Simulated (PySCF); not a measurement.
An unknown is described by computed data only.

Elements present: C, H and N. Monoisotopic mass: 88.1000 u.

| Quantity | Value |
| --- | --- |
| Dipole | 1.94 D [CAM-B3LYP/def2-SVPD] |
| XPS | C1s 291.1, C1s 291.2, C1s 291.4 (×2), N1s 404.6, N1s 404.7 eV [ΔSCF SCAN, pcX-2 on the ionised atom, pcseg-1 elsewhere, spin-free X2C] |
| UV, first state | lowest singlet excitation: 6.06 eV (205 nm, f = 0.025) [TDDFT CAM-B3LYP/def2-SVPD] |
| Rotational structure | rotational constants A, B, C: 5.762, 2.168, 1.988 GHz [PBE0-D3(BJ)/def2-SVP] |
| UV, strongest line | among the 10 lowest singlet transitions: S5 at 7.23 eV (172 nm, f = 0.124) [TDDFT CAM-B3LYP/def2-SVPD] |
| Triplet | lowest triplet excitation (Tamm–Dancoff): 5.87 eV [TDA CAM-B3LYP/def2-SVPD] |
| 13C NMR | chemical shifts (computed TMS as zero) by class: 63.7 (1 C), 44.2 (2 C), 42.0 (1 C) ppm [GIAO B97-2/pcSseg-1] |
| NMR, other nuclei | isotropic shieldings of nuclei other than C and H, by class: 231 (1 N), 232 (1 N) ppm [GIAO B97-2/pcSseg-1] |
| Polarisability | 69.8 au [CAM-B3LYP/def2-SVPD] |

Electronic properties: PySCF, gas phase, density fitting. Levels stand in brackets. Isolated species at its PBE0-D3(BJ)/def2-SVP geometry (one conformer only). Each NMR value is the plain mean over a class of atoms that symmetry, rotation or inversion makes alike.

Q: Which formula fits the mass and the elements?

A: C4H12N2 (calculated 88.1000). No other formula that holds each of these elements comes within 0.0003 u with a fitting electron parity and a possible valence count.

Q: Propose a structure and show how it fits.

A: Numbering: `[CH3:1][N:2]([CH3:3])[CH2:4][CH2:5][NH2:6]`. Its formula, C4H12N2, gives 0 degrees of unsaturation, so no ring and no π bond. 4 carbons fall into 3 classes; from least to most shielded: sp3 carbon bound to nitrogen [C4] (63.7 ppm), N-methyl carbon [C1/C3] (44.2 ppm, 2 C, up to 8.2 ppm apart in this geometry), sp3 carbon bound to nitrogen [C5] (42.0 ppm). The other shieldings belong to: 231 ppm, tertiary amine nitrogen [N2]; 232 ppm, primary amine nitrogen [N6]. The core levels belong to: C1s 291.1 eV, sp3 carbon bound to nitrogen [C4]; C1s 291.2 eV, sp3 carbon bound to nitrogen [C5]; C1s 291.4 eV, N-methyl carbon [C1/C3]; N1s 404.6 eV, primary amine nitrogen [N6]; N1s 404.7 eV, tertiary amine nitrogen [N2]. One atom of each topological class was ionised and stands for its class. The optimised geometry has point group C1 and is an asymmetric top. Structure: `N(C)(CCN)C`. Computed isomers that give other values at the same levels: `CC(CN)CN` (core binding energies: C1s 290.2, C1s 290.3, C1s 291.2 (×2), N1s 404.9 (×2) eV); `CN[C@@H](C)CN` (rotational constant A: 4.514 GHz; this holds for the one conformer computed); `CNCCNC` (rotational constant A: 6.354 GHz; this holds for the one conformer computed). The assignments are read from this structure; whether some other isomer fits the data as well wasn't checked.

Conformer computed: `[CH3:1][N:2]([CH3:3])[CH2:4][CH2:5][NH2:6]`: C1–N2–C4–C5 -159°, N2–C4–C5–N6 56°, H–N6–C5–C4 66°, H–N6–C5–C4 -47°.
